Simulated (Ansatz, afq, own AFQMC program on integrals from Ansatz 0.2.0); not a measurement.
AFQMC on a folder of integrals that Ansatz 0.2.0 wrote.

```yaml
crystal:
  periodic: [false, false, false]
  atoms:
    - {symbol: Ge, position_ang: [0.000000, 0.000000, 1.689721]}
    - {symbol: B, position_ang: [0.000000, 0.000000, -0.250601]}
    - {symbol: H, position_ang: [0.000000, 0.000000, -1.439120]}
basis:
  gaussian: {orbitals: cc-pVDZ}
magnetization: {spin_polarized: false, initial_magnetization: 2}
correlation: {method: ccsd_t, electrons: outside_noble_gas, hamiltonian_folder: ham}
```

```sh
$ ansatz run in.yaml --threads 1 --pin off --events-out ev --progress --plain --max-ram 1382MiB
```

afq runs on the folder ham with

```
--method phaseless --trial hf --walkers 120 --populations 1 --least-time 40 --time-step 0.005 --steps-per-block 20 --equilibration-blocks 112 --max-blocks 600 --target-error 0.00102 --factor-cut 1e-05 --start spin_pure --seed 6699 --taylor-order 6
```

Times are imaginary, in 1/Eh. The walk had a cap of 630 s. Filled inner d shells are frozen with the cores.

Output of the walk:

```
orbitals 31  electrons 5 3  factors 236 of 506
reference energy -2100.51510789 Eh
CCSD correlation -0.15675004 Eh in 10 cycles, weight of the determinant in the CISD state 0.8884
energy of the start -2100.515115 Eh
 block  time / (1/Eh)  mean weight  energy / Eh
     1     0.100  1.0005  -2100.536716
     2     0.200  1.0002  -2100.560871
     3     0.300  1.0004  -2100.575561
     4     0.400  1.0014  -2100.583310
     5     0.500  1.0011  -2100.596912
     8     0.800  1.0000  -2100.624026
    18     1.800  0.9999  -2100.672820
    69     6.900  0.9996  -2100.684064
   120    12.000  0.9996  -2100.681312
   171    17.100  1.0030  -2100.670187
   222    22.200  0.9980  -2100.694459
   239    23.900  1.0009  -2100.699080
   273    27.300  1.0000  -2100.666983
   324    32.400  0.9998  -2100.670076
   375    37.500  0.9997  -2100.662196
   392    39.200  0.9991  -2100.649889
   426    42.600  1.0018  -2100.676948
   477    47.700  0.9999  -2100.663712
   528    52.800  1.0004  -2100.695732
   579    57.900  0.9997  -2100.658923
   630    63.000  1.0001  -2100.657605
   681    68.100  0.9996  -2100.677435
   698    69.800  0.9988  -2100.681155
blocks merged  error / Eh  count
     1  0.000538  600
     2  0.000732  300
     4  0.000991  150
     8  0.001318  75
    16  0.001633  37
    32  0.001883  18
    64  0.002328  9
energy -2100.672323 +/- 0.001883 Eh
(rows thinned)
```

The run passed its tests (sampling time, drift between the halves within three errors, error under three times the target), which doesn't prove that it has relaxed.

Against this walk (error 51.2 meV) on the same determinant: CCSD(T) 143.3 meV lower, CCSDT(Q) 188.2 meV lower. The error is statistical and leaves out the bias of the constraint. CCSDT(Q) is the surest value here, so the walk's 188 meV above it is most likely the bias of the constraint with this trial, which can have either sign.

Cautions: constraint bias not in the error; error above the target (51.2 against 27.8 meV); no relativity below Rb; no spin-orbit coupling; inner d shell frozen; lower spins were not checked.

The walk took 110 s on 1 thread of Intel(R) Xeon(R) 6975P-C (Granite Rapids) (shared host). The log's last line is the phaseless energy.

CCSDT and higher add their correlation energy to the determinant of the CCSD(T) run, since their own runs factorise the integrals more tightly (a shift of under 2 meV). A walk keeps the symmetry of its determinant, which the program's search chose and which needn't be the lowest solution, so a lower state of the same spin and another symmetry isn't excluded.
